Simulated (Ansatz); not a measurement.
Rock-salt LiCl: smallest direct gap on the k points sampled by level of theory

No measured value is used here.

Question: Put these levels in order of the smallest direct gap on the k points sampled that they give for rock-salt LiCl, smallest first: B3LYP (VWN-RPA form) (Ansatz, a program for electronic structure), G0W0@r²SCAN (Ansatz), PBE0 (Ansatz), RPBE (Ansatz), r²SCAN0 (Ansatz).

Answer: RPBE (6.55 eV), B3LYP (VWN-RPA form) (8.11 eV), PBE0 (8.41 eV), r²SCAN0 (8.94 eV), G0W0@r²SCAN (9.44 eV)

Computed values are for a static lattice.  A ± on a computed value is a rough bar: the spread of its extrapolation, a floor set from checks against published values, or a statistical error. Values are at the measured cell. Cutoffs and k meshes differ between the levels. Ansatz's density-functional and Hartree–Fock values are scalar-relativistic unless marked +SOC, with PAW data made under PBE.
